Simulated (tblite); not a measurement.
Dinitrogen, N2.
SMILES with atom numbers: `[N:1]#[N:2]`

Calculated harmonic vibrations of the isolated species, GFN2-xTB (tblite), most abundant isotopes, no scaling. Errors from tens to a few hundred cm⁻¹ against measured bands are possible.

Harmonic wavenumbers (cm⁻¹): 2437.9.

B = 59844 MHz (linear); mass 28.006 u (most abundant isotopes); point group D∞h, symmetry number 2.

**Question.** What is the zero-point energy?

**Answer.** Half the sum of the wavenumbers: 1219 cm⁻¹ = 3.48 kcal/mol.

**Question.** Entropy at 298.15 K, 1 bar (ideal gas, RRHO, classical rotation)?

**Answer.** Translation 35.95, rotation 9.84, vibration 0.00: S = 45.8 cal/(mol K).

**Question.** And Cp and H(298.15 K) − H(0)?

**Answer.** Cp = 6.96 cal/(mol K), of which vibrations give 0.00 (their classical limit is 1 R = 2.0); H(298.15 K) − H(0) = 2.07 kcal/mol without the zero-point energy, 0.00 from vibrations.

**Question.** How do the functions run with temperature in this model?

**Answer.** 
```json
{"T (K)": "150", "S (cal/(mol K))": "41.0", "Cp (cal/(mol K))": "7.0", "H − H(0) (kcal/mol)": "1.04", "G − H(0) (kcal/mol)": "-5.11", "ln q(vib)": "0.00"}
{"T (K)": "250", "S (cal/(mol K))": "44.6", "Cp (cal/(mol K))": "7.0", "H − H(0) (kcal/mol)": "1.74", "G − H(0) (kcal/mol)": "-9.40", "ln q(vib)": "0.00"}
{"T (K)": "400", "S (cal/(mol K))": "47.8", "Cp (cal/(mol K))": "7.0", "H − H(0) (kcal/mol)": "2.78", "G − H(0) (kcal/mol)": "-16.35", "ln q(vib)": "0.00"}
{"T (K)": "600", "S (cal/(mol K))": "50.7", "Cp (cal/(mol K))": "7.2", "H − H(0) (kcal/mol)": "4.19", "G − H(0) (kcal/mol)": "-26.22", "ln q(vib)": "0.00"}
{"T (K)": "900", "S (cal/(mol K))": "53.7", "Cp (cal/(mol K))": "7.6", "H − H(0) (kcal/mol)": "6.40", "G − H(0) (kcal/mol)": "-41.90", "ln q(vib)": "0.02"}
```

q(vib) and H(0) count from the zero-point level.

**Question.** What must be added to the electronic energy to get the Gibbs energy at 298.15 K and 1 bar?

**Answer.** ZPE + [H(298.15 K) − H(0)] − T·S = 3.48 + 2.07 − 13.65 = -8.10 kcal/mol.

Run on x86-64 server, one thread (shared host). The figure is for the frequency step alone.
